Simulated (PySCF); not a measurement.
S2, SMILES S=S (connectivity only; charge and spin as stated), neutral, multiplicity 3. Atoms are numbered in the order given.

```xyz
2

S      0.0000     0.0000    -0.9427
S      0.0000     0.0000     0.9427
```
Charge 0, spin multiplicity 3.

Coordinates come from a PBE0-D3(BJ)/def2-TZVPD optimisation.

All values below come from PySCF with B3LYP/pcH-1.

Unrestricted Kohn–Sham, ⟨S²⟩ = 2.005. Hyperfine tensors hold the contact and dipolar terms, without spin-orbit corrections.

Computed hyperfine couplings:
| nucleus | A(iso) (MHz) | A(iso) (G) | dipolar principal values (MHz) |
|---|---|---|---|
| 33S no. 1 | 8.5 | 3.0 | -53.3, 26.7, 26.7 |
| 33S no. 2 | 8.5 | 3.0 | -53.3, 26.7, 26.7 |
